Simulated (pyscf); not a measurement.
Optimised with ωB97X-D3(BJ)/def2-SVP in PySCF.

H₂N–Si(Cl)(Cl)–Cl + hydrogen (H₂) → trichlorosilane (Cl–SiH(Cl)–Cl) + ammonia (NH₃)
Surface: singlet. Broken: N–Si, H–H. Formed: H–Si, H–N. Give ΔE‡ and ΔE from PBE0-D3(BJ)/def2-TZVP, relative to the separated reactants.

ΔE‡ = 45.1 kcal/mol, ΔE = +10.9 kcal/mol. ωB97M-D3(BJ)/def2-TZVP gives 49.6 kcal/mol and +11.6 kcal/mol. Zero-point energy shifts the barrier by +3.3 kcal/mol. It is a four-centre exchange, with an imaginary mode of 1533i cm⁻¹. On the product side the descent ends in an adduct with a N–Si contact (not fully relaxed), 5.7 kcal/mol under the separated species and 43.2 kcal/mol under the saddle at ωB97X-D3(BJ)/def2-TZVP. What is counted as broken (N–Si) persists as a longer contact in the product adduct; parting that adduct is a step of its own. This is the saddle that the search found; another between the same sides may lie lower.
